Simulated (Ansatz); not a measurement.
Species: water, H2O, net charge 0, singlet state. SMILES: O
Geometry: optimised at B3LYP-D3(BJ)/def2-TZVP (Ansatz, a program for electronic structure).

Property: vertical ionisation energy (to the doublet state of charge +1; each state is the SCF solution reached for its spin), in eV. Correlated levels leave the core frozen unless marked. UHF or UKS for open shells. Spin-orbit coupling is left out. Non-relativistic. CBS(X,Y): correlation extrapolated as X^-3; Hartree-Fock from the larger set.

| level | program | vertical ionisation energy (eV) |
|---|---|---|
| HF/aug-cc-pVTZ | Ansatz | 10.96 |

Q: Predict the CCSD(T)/CBS(aug-cc-pVTZ,aug-cc-pVQZ) result (Ansatz).

A: 12.76 eV
